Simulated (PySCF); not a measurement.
**Reproducing measurements on PH3**

**Experimental background.**

NIST CCCBDB Release 22 (SRD 101), experimental dipoles lists, for the gas: dipole moment (microwave Stark effect) 0.58 D.

How close the calculation comes is told at the end.

Species: PH₃.
SMILES with atom numbers: `[PH3:1]` (hydrogens: H2, H3, H4 on P1)

Structure used (PBE0-D3(BJ)/def2-SVP), in Å, numbered top down from 1:
```
atom  x, y, z in Å
P1     0.026   -0.041    0.476
H2    -0.599    1.021   -0.247
H3     1.199   -0.004   -0.337
H4    -0.590   -1.049   -0.327
```

The PySCF runs (gas phase, on this PBE0-D3(BJ)/def2-SVP geometry; no spin–orbit coupling):

```csv
level,job,basis functions,wall time
"PBE0-D3(BJ)/def2-SVP, grid level 1",geometry optimisation from a GFN2-xTB start shaken at random,33,1.7 s
```

Hardware: one thread of an Intel Xeon Platinum 8375C at 2.90 GHz, on a shared host.

**Comparison with experiment**

**Dipole moment.** Measured: 0.58 D (NIST CCCBDB Release 22 (SRD 101), experimental dipoles).

| level | computed (D) | computed − measured (D) | % (from the printed values) |
| --- | --- | --- | --- |
| PBE0-D3(BJ)/def2-SVP | 0.91 | +0.33 | +57 |

The computed dipoles belong to one fixed geometry; measured ones are averaged over vibrations unless marked μe. Magnitudes are compared, not signs.

The geometry is computed, not the measured one. Where a level misses, the cause wasn't examined.
